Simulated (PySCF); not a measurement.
## AlB: energy against distance

Set-up: PySCF, spin-free X2C with a Gaussian nucleus, basis sets Al x2c-SVPall, B x2c-SVPall. Energies in eV from Al + B in their ground configurations at the same level. State: ³Σ⁻ (triplet), unpaired electrons π ↑↑.

All columns are PBE0. A positive dipole means Al(−)B(+).

| R (Å) | E (eV) | μ (D) | Mulliken charge on Al (basis-dependent) | HOMO (eV) | LUMO (eV) | Mayer bond order | ⟨S²⟩ |
| --- | --- | --- | --- | --- | --- | --- | --- |
| 1.746 | -1.486 | -1.39 | 0.24 | -6.32 | -3.23 | 1.94 | 2.40 |
| 1.827 | -1.865 | -1.47 | 0.24 | -6.14 | -3.31 | 1.89 | 2.36 |
| 1.908 | -2.073 | -1.55 | 0.24 | -5.98 | -3.38 | 1.83 | 2.32 |
| 1.969 | -2.146 | -1.62 | 0.25 | -5.87 | -3.42 | 1.79 | 2.28 |
| 2.030 | -2.164 | -1.69 | 0.25 | -5.77 | -3.45 | 1.74 | 2.25 |
| 2.091 | -2.141 | -1.77 | 0.26 | -5.67 | -3.48 | 1.69 | 2.21 |
| 2.172 | -2.063 | -1.88 | 0.26 | -5.55 | -3.50 | 1.62 | 2.16 |
| 2.274 | -1.917 | -2.04 | 0.27 | -5.40 | -3.51 | 1.54 | 2.11 |
| 2.395 | -1.702 | -2.24 | 0.27 | -5.24 | -3.49 | 1.45 | 2.07 |
| 2.558 | -1.390 | -2.49 | 0.27 | -5.04 | -3.45 | 1.35 | 2.03 |

A fit through these points gives, at Re = 2.024 Å, μ = -1.68 D and dμ/dR = -1.22 D/Å; the reduced mass is 7.819 u.

Task: How strong is the fundamental in the double-harmonic approximation, I = 42.26·(dμ/dR)²/μred km/mol?

Result: I = 42.26·(-1.22)²/7.819 = 8.04 km/mol at PBE0.

The state is the lowest determinant that a PBE0 search found; another state may lie lower at other levels.
